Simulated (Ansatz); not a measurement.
Relaxation of C2H3S2 (7 atoms, charge 1, multiplicity 1), to a largest force component of 0.015 eV/Å in at most 40 steps.

Method: RKS r2SCANh-D4/def2-SVP in Ansatz.

```xyz
7
Properties=species:S:1:pos:R:3
C -0.452 1.256 -0.327
S 0.928 0.410 -0.402
C 0.466 -1.179 0.351
S 1.330 -2.487 0.045
H -0.513 2.207 -0.838
H -1.328 0.926 0.215
H -0.432 -1.134 0.956
```

Problem. Where does it end, and by what steps?

Solution. The run converged. Limits of this set-up: the dipole of an ion depends on the origin. After 19 steps the energy has fallen by 0.038 eV; S2 moved furthest, 0.26 Å.

```json
{"step": "0", "energy less start (eV)": "0.0000", "largest force component (eV/Å)": "0.760", "accepted": "yes"}
{"step": "1", "energy less start (eV)": "-0.0040", "largest force component (eV/Å)": "0.315", "accepted": "yes"}
{"step": "2", "energy less start (eV)": "-0.0081", "largest force component (eV/Å)": "0.737", "accepted": "yes"}
{"step": "3", "energy less start (eV)": "-0.0281", "largest force component (eV/Å)": "0.269", "accepted": "yes"}
{"step": "4", "energy less start (eV)": "-0.0326", "largest force component (eV/Å)": "0.115", "accepted": "yes"}
{"step": "5", "energy less start (eV)": "-0.0348", "largest force component (eV/Å)": "0.077", "accepted": "yes"}
{"step": "6", "energy less start (eV)": "-0.0358", "largest force component (eV/Å)": "0.056", "accepted": "yes"}
{"step": "7", "energy less start (eV)": "-0.0361", "largest force component (eV/Å)": "0.053", "accepted": "yes"}
{"step": "8", "energy less start (eV)": "-0.0365", "largest force component (eV/Å)": "0.061", "accepted": "yes"}
{"step": "9", "energy less start (eV)": "-0.0368", "largest force component (eV/Å)": "0.064", "accepted": "yes"}
{"step": "10", "energy less start (eV)": "-0.0373", "largest force component (eV/Å)": "0.050", "accepted": "yes"}
{"step": "11", "energy less start (eV)": "-0.0376", "largest force component (eV/Å)": "0.047", "accepted": "yes"}
{"step": "12", "energy less start (eV)": "-0.0378", "largest force component (eV/Å)": "0.065", "accepted": "yes"}
{"step": "13", "energy less start (eV)": "-0.0380", "largest force component (eV/Å)": "0.041", "accepted": "yes"}
{"step": "14", "energy less start (eV)": "-0.0381", "largest force component (eV/Å)": "0.031", "accepted": "yes"}
{"step": "15", "energy less start (eV)": "-0.0382", "largest force component (eV/Å)": "0.027", "accepted": "yes"}
{"step": "16", "energy less start (eV)": "-0.0382", "largest force component (eV/Å)": "0.023", "accepted": "yes"}
{"step": "17", "energy less start (eV)": "-0.0381", "largest force component (eV/Å)": "0.041", "accepted": "no"}
{"step": "18", "energy less start (eV)": "-0.0382", "largest force component (eV/Å)": "0.016", "accepted": "yes"}
{"step": "19", "energy less start (eV)": "-0.0382", "largest force component (eV/Å)": "0.010", "accepted": "yes"}
```

```xyz
7
Properties=species:S:1:pos:R:3
C -0.456 1.284 -0.314
S 0.802 0.310 -0.608
C 0.444 -1.234 0.297
S 1.483 -2.434 0.239
H -0.450 2.284 -0.766
H -1.306 0.989 0.316
H -0.517 -1.198 0.836
```

Whether the end is a true minimum wasn't checked by a vibrational analysis.

Run time: 36 s on 2 threads of Intel(R) Xeon(R) CPU @ 2.60GHz (Ice Lake), with other jobs on the host, peak memory 0.19 GiB.
